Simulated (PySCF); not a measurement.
Molecule: `CCC1C=C1`, C₅H₈.

Bonds (- single, = double, # triple, : aromatic): C1-C2, C2-C3, C3-C4, C4=C5, C5-C3. C1 carries H6, H7, H8; C2 carries H9, H10; C3 carries H11; C4 carries H12; C5 carries H13.

Frames of a GFN2-xTB Langevin trajectory at 300 K; GIAO PBE0/pcSseg-1 shieldings in PySCF, gas phase, non-relativistic; equivalent atoms averaged within each frame.

Chemical shifts δ = σref − σ; $^{13}$C (σ = 186.93 ppm) and $^{1}$H (σ = 31.72 ppm) against TMS, all at this level. The references are static minima.

Question: How do the shifts (ppm) fluctuate along the trajectory?

Answer: 
```tsv
time (fs)	C4/C5	C2	C3	C1	H12/H13	H11	H6/H7/H8	H9/H10
optimised geometry	127.9	37.4	21.3	14.9	7.66	1.51	1.07	1.22
250	137.6	34.7	23.2	15.7	8.11	2.82	1.13	0.92
425	126.3	36.8	17.0	17.0	7.49	1.39	1.81	1.89
625	127.0	36.3	21.7	19.0	7.14	2.01	2.02	0.90
800	135.4	35.3	23.6	20.2	7.88	2.07	1.88	1.04
1000	124.0	42.3	22.3	16.1	7.64	1.13	1.09	2.47
mean of frames	130.1	37.1	21.6	17.6	7.65	1.88	1.59	1.44
standard deviation	6.0	3.0	2.6	1.9	0.37	0.66	0.44	0.70
```

5 frames give an uncertainty of the mean of about the standard deviation over 2.2 at best, since frames this close in time may not be independent; classical motion lacks zero-point vibration, and the reference would need the same averaging.
